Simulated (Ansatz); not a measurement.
Basis-set extrapolation for C₃H₆N₂O, SMILES `CN1CN=C1O` (PBE0-D4/def2-TZVP geometry, frozen core, Ansatz). Multiplicity 1, RHF reference.

|  | def2-TZVPP | def2-QZVPP |
| --- | --- | --- |
| HF | -300.926848 | -300.940589 |
| MP2 correlation | -1.130868 | -1.209541 |
| CCSD(T) correlation | -1.206878 | not run |

Energies in hartree. Use E(X) = E(∞) + A·exp(−7.88·√X) for Hartree–Fock and E(X) = E(∞) + B·X^(−2.97) for correlation, with X = 3 and 4, and add CCSD(T) minus MP2 of the smaller set to the MP2 limit.

Question: What is the CCSD(T) energy at the basis-set limit?

Answer: HF limit: -300.940589 + (-0.013741) × 0.13774 = -300.94248. MP2 limit: -1.209541 + (-0.078673) × 0.74074 = -1.26782. Higher-order term: -1.206878 − (-1.130868) = -0.07601. Total: -302.28631 hartree, 95.7 kcal/mol below CCSD(T)/def2-TZVPP.
